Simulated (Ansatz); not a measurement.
# NaB+ (doublet): the correlation ladder, def2-TZVPP

An exercise on one series of results from a longer session: the logs are not shown, and one member is left open.

Program: Ansatz 0.2.0, Gaussian basis. Level of theory: def2-TZVPP, core rule «outside noble gas», up to 6 orbitals frozen. These are calculated values, not measurements.

The runs, in order: UHF; ROHF; CCSD(T) on UHF.

2 further runs of the same task are left out: 2 set aside as unsound or not needed.

## The system

The geometry is a PBE0/def2-TZVP stationary point (not a proven minimum) of the parent state, kept for this charge and spin.

2 atoms, charge 1, spin multiplicity 2.

Atoms are counted from 1 here; the program's logs count them from 0.

Bond lengths: B1–Na2 2.702 Å.

Set-up of the first run:

The input, in.yaml:

```yaml
crystal:
  periodic: [false, false, false]
  atoms:
    - {symbol: B, position_ang: [0.000000, 0.000000, 0.000000]}
    - {symbol: Na, position_ang: [0.000000, 0.000000, 2.702200]}
basis:
  gaussian: {orbitals: def2-TZVPP}
total_charge: 1
magnetization: {spin_polarized: true, initial_magnetization: 1}
hamiltonian: {xc: hf}
output: {orbitals: {seedname: orbitals}}
```

The run is started by

```
$ ansatz run in.yaml --threads 1 --pin off --events-out ev --progress --plain --max-ram 2816MiB --backend cpu
```

Among the steps run: UHF; ROHF; CCSD(T) on UHF.

One table of the session follows, with a row left open; its other results are not shown here.

It belongs to the step «Misses and costs». 

```
  method  from UCCSD(T) (meV)
    ROHF              +1832.6
     UHF                    ?
    UMP2               +581.1
   UCCSD                +33.9
UCCSD(T)                    0
```

Q: Estimate the row for UHF from the others.

The run gave: from UCCSD(T) (meV): +1733.8. In the column «from UCCSD(T) (meV)» it lies between UMP2 (+581.1) and ROHF (+1832.6).
